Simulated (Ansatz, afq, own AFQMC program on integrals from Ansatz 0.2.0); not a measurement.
# AFQMC, coupled cluster and functionals along a coordinate of BSiH₄, doublet

```yaml
atoms:
  - { symbol: Si, position_ang: [0.0000, 0.0000, 0.5624] }
  - { symbol: B, position_ang: [0.0000, 0.0000, -1.3599] }
  - { symbol: H, position_ang: [0.0000, 1.2187, 1.4093] }
  - { symbol: H, position_ang: [0.0000, -1.2187, 1.4093] }
  - { symbol: H, position_ang: [0.0000, 1.0370, -1.9521] }
  - { symbol: H, position_ang: [0.0000, -1.0370, -1.9521] }
```

One side is turned about Si1–B2. Energies in kcal/mol count from this geometry (0.000 °) at the same level; the start stands on UHF, each point on the determinant named.

Basis 6-31G. Noble-gas cores (and the filled d shells of Ga–Kr and In–Xe) are frozen. Integrals, coupled cluster, full CI and functionals: Ansatz 0.2.0; the random walks run on the same integrals in our own AFQMC program. The CISD trial takes its coefficients from CCSD amplitudes. Released means that phaseless walkers are propagated on without the constraint, phases kept. Error bars are statistical, one sigma.

```csv
twist about Si1–B2 / °,det.,T1,weight,⟨S²⟩,B3LYP,PBE0,CCSD(T)
16.800,UHF,0.017,0.91,0.76,0.7,0.7,0.7
43.500,UHF,0.022,0.91,0.76,5.2,5.3,5.2
120.000,UHF,0.027,0.90,0.76,10.1,10.2,10.0
180.000,UHF,0.017,0.91,0.76,0.0,0.0,0.0
```

Question: Estimate the curve of CCSDT(Q), counted from the same start.

Answer: 
```json
{"twist about Si1–B2 / °": "16.800", "det.": "UHF", "T1": "0.017", "weight": "0.91", "⟨S²⟩": "0.76", "CCSDT(Q)": "0.7", "ph-AFQMC/CISD": "0.7 ± 0.2", "released AFQMC": "–"}
{"twist about Si1–B2 / °": "43.500", "det.": "UHF", "T1": "0.022", "weight": "0.91", "⟨S²⟩": "0.76", "CCSDT(Q)": "5.2", "ph-AFQMC/CISD": "5.1 ± 0.2", "released AFQMC": "5.1 ± 0.2"}
{"twist about Si1–B2 / °": "120.000", "det.": "UHF", "T1": "0.027", "weight": "0.90", "⟨S²⟩": "0.76", "CCSDT(Q)": "10.0", "ph-AFQMC/CISD": "9.9 ± 0.2", "released AFQMC": "10.2 ± 0.2"}
{"twist about Si1–B2 / °": "180.000", "det.": "UHF", "T1": "0.017", "weight": "0.91", "⟨S²⟩": "0.76", "CCSDT(Q)": "0.0", "ph-AFQMC/CISD": "-0.1 ± 0.2", "released AFQMC": "0.1 ± 0.2"}
```

Weight is that of the determinant in the CISD state; at the start T1 is 0.017 and the weight 0.91, and ⟨S²⟩ is 0.76. Symmetry can't show for every point that it stays on the start's state. A dash marks a missing value, a released energy that hasn't settled or a functional that sits on another state. Largest departures from CCSDT(Q), at the points where its series has closed: CCSD(T) 0.1 kcal/mol at 120.000 (on UHF), ph-AFQMC/CISD -0.1 kcal/mol at 43.500 (on UHF) (within the noise), released AFQMC 0.2 kcal/mol at 120.000 (on UHF) (within the noise). The functionals aren't scored here. In this small basis the wave-function levels are far from their limit, so their gap to the functionals isn't the functionals' error.

A walk keeps the symmetry of its determinant, which the program's search chose and which needn't be the lowest solution, so a lower state of the same spin and another symmetry isn't excluded. Released energies are given only where the last usable release times agree within the noise; a slower fall can still hide under it.
